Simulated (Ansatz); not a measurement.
# SiNH3 (singlet): wave-function methods side by side, cc-pVTZ

One table from this session's results is given with a row withheld; the runs are named, their logs left out.

The runs use Ansatz 0.2.0, Gaussian basis; cc-pVTZ, core rule «outside noble gas», up to 6 orbitals frozen.

The runs, in order: UHF; CCSD(T) on RHF; BCCD(T) on RHF; CCSDT(Q) on RHF; CASSCF and NEVPT2, 12 electrons in 11 orbitals.

2 further runs of the same task are left out: 2 set aside as unsound or not needed.

## What is computed

The geometry is a PBE0/def2-TZVP stationary point (not a proven minimum).

5 atoms, charge 0, spin multiplicity 1.

Atoms are counted from 1 here; the program's logs count them from 0.

Bond lengths: Si1–N2 1.707 Å, Si1–H3 1.532 Å, N2–H4 1.008 Å, N2–H5 1.008 Å. Angles: N2–Si1–H3 94.1°, Si1–N2–H4 126.3°, Si1–N2–H5 121.7°, H4–N2–H5 112.0°.

Set-up of the first run:

Contents of in.yaml:

```yaml
crystal:
  periodic: [false, false, false]
  atoms:
    - {symbol: Si, position_ang: [0.000000, -0.081122, 0.624572]}
    - {symbol: N, position_ang: [0.000000, 0.049408, -1.077458]}
    - {symbol: H, position_ang: [0.000000, 1.434266, 0.850543]}
    - {symbol: H, position_ang: [0.000000, 0.905200, -1.610089]}
    - {symbol: H, position_ang: [0.000000, -0.765663, -1.670950]}
basis:
  gaussian: {orbitals: cc-pVTZ}
magnetization: {spin_polarized: true, initial_magnetization: 0}
hamiltonian: {xc: hf}
output: {orbitals: {seedname: orbitals}}
```

Started as:

```
$ ansatz run in.yaml --threads 1 --pin off --events-out ev --progress --plain --max-ram 2816MiB --backend cpu
```

Among the steps run: UHF; CCSD(T) on RHF; BCCD(T) on RHF; CCSDT(Q) on RHF; CASSCF and NEVPT2, 12 electrons in 11 orbitals.

One table of the session follows, with a row left open; its other results are not shown here.

| method | from RCCSDT(Q) (meV) |
| --- | --- |
| RHF | +9938.2 |
| RMP2 | +1113.4 |
| RCCSD | +411.0 |
| RCCSD(T) | +39.9 |
| BCCD(T) | +38.0 |
| RCCSDT | +21.4 |
| RCCSDT(Q) | 0 |
| CASSCF valence | +6441.4 |
| NEVPT2 valence | ? |

Estimate the missing values for NEVPT2 valence.

**Answer.** from RCCSDT(Q) (meV): +1712.7. In the column «from RCCSDT(Q) (meV)» it lies between RMP2 (+1113.4) and CASSCF valence (+6441.4).

With the free atoms at the same levels and basis (separate runs), the atomisation energy is 15.327 eV at RCCSDT(Q), 15.319 eV at RCCSD(T), 10.610 eV at RHF.
